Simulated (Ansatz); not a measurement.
A run of Ansatz (development build ahead of 0.2.0) on singlet Si2H6 at this shape:

```xyz
8

Si    0.0000    0.0000   -1.1732
Si    0.0000    0.0000    1.1732
H     0.0000   -1.4036   -1.6897
H    -1.2155    0.7018   -1.6897
H     1.2155    0.7018   -1.6897
H     0.0000    1.4036    1.6897
H    -1.2155   -0.7018    1.6897
H     1.2155   -0.7018    1.6897
```

Its results:

| Quantity | Value |
| --- | --- |
| Converged | yes |
| Reference energy | -581.37040 hartree |
| Correlation energy | -0.26444 hartree |
| Total energy | -581.63484 hartree |
| Spin squared of the determinant | 0.000 |

(1) Which input gives this output? Name the method, the orbitals and the basis set, and write the input.

## Answers

(1) RHF-MP2 in cc-pVTZ. An unrestricted run that stays on the closed shell gives the same numbers.

```yaml
crystal:
  periodic: [false, false, false]
  atoms:
    - { symbol: Si, position_ang: [0.0, 0.0, -1.17324] }
    - { symbol: Si, position_ang: [0.0, 0.0, 1.17324] }
    - { symbol: H, position_ang: [0.0, -1.40356, -1.68972] }
    - { symbol: H, position_ang: [-1.21552, 0.70178, -1.68972] }
    - { symbol: H, position_ang: [1.21552, 0.70178, -1.68972] }
    - { symbol: H, position_ang: [0.0, 1.40356, 1.68972] }
    - { symbol: H, position_ang: [-1.21552, -0.70178, 1.68972] }
    - { symbol: H, position_ang: [1.21552, -0.70178, 1.68972] }
basis:
  gaussian: { orbitals: cc-pVTZ }
hamiltonian:
  xc: hf
correlation:
  method: mp2
  frozen_orbitals: { H: 0, Si: 5 }
```
